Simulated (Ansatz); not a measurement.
## C2H6O3S (dimethyl sulfite): from total energies to a heat of formation

C2H6O3S has 12 atoms, charge 0, and is taken as a singlet. As SMILES, `COS(=O)OC`. The coordinates come from a PBE0-D4/def2-TZVP relaxation. This is one conformer, not always the lowest.

Total energies at B2PLYP/6-31G* (spherical functions), 10 core orbitals frozen (Ansatz 0.2.0); the atoms run unrestricted:

```tsv
species	state	energy (Eh)
C2H6O3S	singlet	-703.147177
C	triplet	-37.808708
O	triplet	-75.003244
S	triplet	-397.948781
H	doublet	-0.496918
```

Harmonic wavenumbers at HF/6-31G*, in cm⁻¹: 87, 105, 130, 181, 276, 285, 456, 485, 644, 807, 841, 1125, 1165, 1290, 1294, 1311, 1320, 1345, 1617, 1625, 1642, 1645, 1654, 1658, 3229, 3257, 3304, 3345, 3347, 3361.

Measured heats of formation of the gaseous atoms at 298.15 K, in kJ/mol: C 716.9, O 249.2, S 277.0, H 218.0. Spin-orbit lowering of the atoms at 298 K (mean of the ground term's levels less their thermal mean, from spectra), in kJ/mol: C 0.02, O 0.40, S 1.88. Take 1 Eh = 2625.50 kJ/mol, 1 cm⁻¹ = 0.0119627 kJ/mol, RT = 2.479 kJ/mol.

Work out the heat of formation of the gas at 298 K.


1. Electronic atomisation energy: 2 × (-37.808708) + 3 × (-75.003244) + (-397.948781) + 6 × (-0.496918) − (-703.147177) = 1.589740 Eh = 4173.9 kJ/mol.
2. Zero-point energy: half the sum of the wavenumbers, 21415.5 cm⁻¹ = 256.2 kJ/mol.
3. Thermal vibrational enthalpy, Σ hcν̃/(exp(hcν̃/kT) − 1): 11.9 kJ/mol. Translation, rotation and pV of a non-linear molecule: 4 RT = 9.9 kJ/mol.
4. The 12 free atoms carry 5/2 RT each: 74.4 kJ/mol.
5. Spin-orbit coupling lowers the free atoms by 2 × 0.02 + 3 × 0.40 + 1.88 = 3.1 kJ/mol.
6. Atomisation enthalpy at 298 K: 4173.9 − 3.1 − 256.2 − 11.9 − 9.9 + 74.4 = 3967.2 kJ/mol.
7. Sum of the atoms' heats of formation: 3766.4 kJ/mol. Heat of formation: 3766.4 − 3967.2 = -200.8 kJ/mol.

The tabulated value is -483.4 kJ/mol (CRC Handbook of Chemistry and Physics), so this level is off by +282.6 kJ/mol, or 6.6 % of the atomisation enthalpy that the table implies (4249.8 kJ/mol). A double-zeta basis underbinds. Anharmonicity and any spin-orbit splitting of the molecule are left out, and cores are frozen in the wave-function part.
